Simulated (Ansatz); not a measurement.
# CH3O2 radical: geometry and frequencies at several levels

Aim: geometry and frequencies at several levels, for CH3O2 radical, with the cost of each level. Spin multiplicity 2.

Computed with Ansatz 0.2.0 (the levels named in each step, unless a step's input says otherwise).

### Step 1. The structure to begin with

Bond lengths: C2–O3 1.173 Å, O1–H4 0.958 Å, O1–H5 0.958 Å, C2–H6 1.121 Å. Angles: O3–C2–H6 125.4°, H4–O1–H5 105.2°.

Coordinates:

```xyz
6

O     0.3319    2.2477    0.2277
C    -0.0629   -0.9727   -0.5175
O    -0.4168   -1.8763    0.1406
H     0.3243    2.9271   -0.4478
H     0.0163    2.6801    1.0223
H     0.0821    0.0773   -0.1539
```

### Step 2. Frequencies, PBE0-D4/def2-TZVPP

The input, input.yaml:

```yaml
crystal:
  periodic: [false, false, false]
  atoms:
    - { symbol: O, position_ang: [0.33187055, 2.24771129, 0.22773774] }
    - { symbol: C, position_ang: [-0.06288714, -0.97268154, -0.51749683] }
    - { symbol: O, position_ang: [-0.41683222, -1.87633149, 0.14055415] }
    - { symbol: H, position_ang: [0.3243325, 2.92708625, -0.44784941] }
    - { symbol: H, position_ang: [0.0162838, 2.68011224, 1.02232637] }
    - { symbol: H, position_ang: [0.0820725, 0.07733326, -0.15385202] }
magnetization:
  spin_polarized: true
  initial_magnetization: 1
basis:
  gaussian: { orbitals: def2-TZVPP }
hamiltonian:
  xc: pbe0
  dispersion: d4
phonons: {}
```

The run is started by

```console
$ ansatz run input.yaml --threads 2 --pin off --max-ram 5120MiB --backend cpu --events-out ev --progress --plain --runs-dir out
```

The runs that follow: Relaxation, PBE-D4/def2-TZVPP; Frequencies, PBE-D4/def2-TZVPP; Relaxation, r2SCAN-D4/def2-TZVPP; Frequencies, r2SCAN-D4/def2-TZVPP; Relaxation, B3LYP-D4/def2-TZVPP; Frequencies, B3LYP-D4/def2-TZVPP; Relaxation, B2PLYP/def2-TZVPP.

Before running it: what results should come out? Wanted: C2–O3 at B2PLYP/def2-TZVPP; frequencies at B3LYP-D4/def2-TZVPP.

The runs gave:

| quantity | value |
| --- | --- |
| C2–O3 at B2PLYP/def2-TZVPP | 1.181 Å |
| frequencies at B3LYP-D4/def2-TZVPP | 38 to 3910 cm⁻¹ |

The C–O distance spreads over 0.011 Å, from B3LYP-D4/def2-TZVPP (shortest) to PBE-D4/def2-TZVPP. No mode is imaginary, so the geometry is a minimum.
